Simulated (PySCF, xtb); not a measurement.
Bonds broken one at a time in the series In F-H. All species are isolated molecules in the gas phase. Strings in code marks are SMILES.

Quantity: homolytic bond dissociation enthalpy at 298 K (no spin–orbit term), in kcal/mol. Enthalpy corrections at 298 K come from GFN2-xTB frequencies (xtb).

Level 1: B3LYP/6-311+G** (LANL2DZ on In) // B3LYP-D3(BJ)/def2-TZVP (PySCF)
Level 2: B3LYP/6-31G* (LANL2DZ on In) // B3LYP-D3(BJ)/def2-TZVP (PySCF)
Level 3: PBE/6-31G* (LANL2DZ on In) // B3LYP-D3(BJ)/def2-TZVP (PySCF)
Level 4: frozen-core MP2/6-31G* (LANL2DZ on In) // B3LYP-D3(BJ)/def2-TZVP (PySCF)

```csv
species,level 1,level 2,level 3,level 4
"F–In bond of `[F][In]([F])[F]`, giving `[F]` and `[F][In][F]`",109.6,115.0,117.2,120.1
```
